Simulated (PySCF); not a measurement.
# A diatomic session: NH

An exercise on one series of results from a longer session: the logs are not shown, and one member is left open.

Program: PySCF 2.14.0. Level of theory: H cc-pVDZ, N cc-pVDZ, no relativity. These are calculated values, not measurements.

The first run:

Settings of the job:

```yaml
atoms: H, N
charge: 0
basis: H cc-pVDZ, N cc-pVDZ
Hamiltonian: no relativity
basis_functions: 19
electrons_treated: 8
masses_in_u: 1.0078, 14.0031
levels: PBE0, PBE, r²SCAN, MN15, M06, B3LYP, ωB97X, HF, MP2, SCS-MP2, CCSD, CCSD(T)
grid: 80 radial by 434 angular points
occupations: held fixed by the projection of orbital angular momentum
dissociation_limit: H + N, each in its ground configuration
starting_distance_in_angstrom: 0.975
values_of_2S_to_try: 0, 2, 4
```

Launch:

```sh
OMP_NUM_THREADS=1 python dia.py task.json out
```

Steps of the session up to this table: Input; First curve: PBE0; Other states along the same grid; PBE (GGA); r²SCAN (meta-GGA); MN15 (hybrid meta-GGA); M06 (hybrid meta-GGA); B3LYP; ωB97X (range-separated hybrid); UHF (mean field); MP2 and coupled cluster.

One of the session's tables, all rows but one given; the rest of the session is left out.

Energy (eV) from each level's lowest point:

```
R (Å)    UHF  UHF-MP2  UHF-SCS-MP2  UHF-CCSD  UHF-CCSD(T)
0.905  0.443    0.528        0.537       n/a          n/a
0.947  0.178    0.236        0.242     0.265        0.270
0.989  0.039    0.071        0.074     0.089        0.092
1.020      ?        ?            ?         ?            ?
1.052  0.006    0.000        0.000     0.000        0.000
1.084  0.049    0.024        0.023     0.014        0.013
1.126  0.150    0.103        0.099     0.078        0.074
1.178  0.330    0.258        0.252     0.211        0.203
1.241  0.597    0.507        0.499     0.424        0.411
1.325  0.986    0.923        0.923       n/a          n/a
```

**Question.** Estimate the row for R (Å) = 1.020.

Worked estimate for «UHF». A straight line through the neighbours (0.989, 0.039) and (1.052, 0.006) gives 0.039 + (0.006 − 0.039) × (1.020 − 0.989) / (1.052 − 0.989) = 0.023; a parabola fitted to 4 rows on both sides gives -0.001.

The run gave: UHF: 0.000; UHF-MP2: 0.013; UHF-SCS-MP2: 0.015; UHF-CCSD: 0.022; UHF-CCSD(T): 0.024. In «UHF» the line misses by +0.023 and the parabola by -0.001.

Caveats from the session: Lowest PBE0 solution found, without spin–orbit coupling: ³Σ⁻ (triplet), unpaired electrons π ↑↑. Warnings in the runs' records: inverted.
